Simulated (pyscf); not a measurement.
Structures and frequencies: ωB97X-D3(BJ)/def2-SVP in PySCF. Correlated levels are frozen-core, on RHF or UHF. ΔMP2 is the change of the MP2 total energy from the triple- to the quadruple-zeta basis.

Task: PBE/def2-TZVP puts the barrier of H₂O + O=AsH -> HO–AsH–OH (addition across a multiple bond or ene-type step; singlet surface; H–O broken, As–O, H–O formed) at -4.8 kcal/mol and the reaction energy at -40.5 kcal/mol, from the separated reactants. What do r²SCAN/def2-TZVP, ωB97M-D3(BJ)/def2-TZVP, CCSD(T)/def2-TZVPP + ΔMP2(QZVPP) give on the same structures?

Result: r²SCAN: ΔE‡ = -5.2 kcal/mol, ΔE = -44.6 kcal/mol; ωB97M-D3(BJ): ΔE‡ = -2.1 kcal/mol, ΔE = -44.0 kcal/mol; CCSD(T): ΔE‡ = 1.9 kcal/mol, ΔE = -39.9 kcal/mol. PBE's barrier lies among them. Its reaction energy lies among theirs. On the reactant side the descent ends in a bound adduct, 10.9 kcal/mol under the separated species and 7.6 kcal/mol under the saddle at ωB97X-D3(BJ)/def2-TZVP. At PBE, r²SCAN, ωB97M-D3(BJ) the saddle lies under the separated reactants, which points to a path from their complex (located at ωB97X-D3(BJ) alone). At ωB97X-D3(BJ) the barrier from the zero used here is -3.2 kcal/mol. O=AsH lies 7.5 kcal/mol over its isomer HO–As: [triplet], and others may lie lower still (electronic energy, ωB97M-D3(BJ)). This is the saddle that the search found; another between the same sides may lie lower. The CCSD(T) − MP2 part came from Ansatz, without density fitting, on the same reference. The frozen core leaves the outer d or s,p core shells of the metals and heavy elements correlated in the MP2 and CC values, and def2-TZVPP describes them poorly, which can shift differences by a few kcal/mol. Elements up to Kr have no core potential and no relativistic terms here.
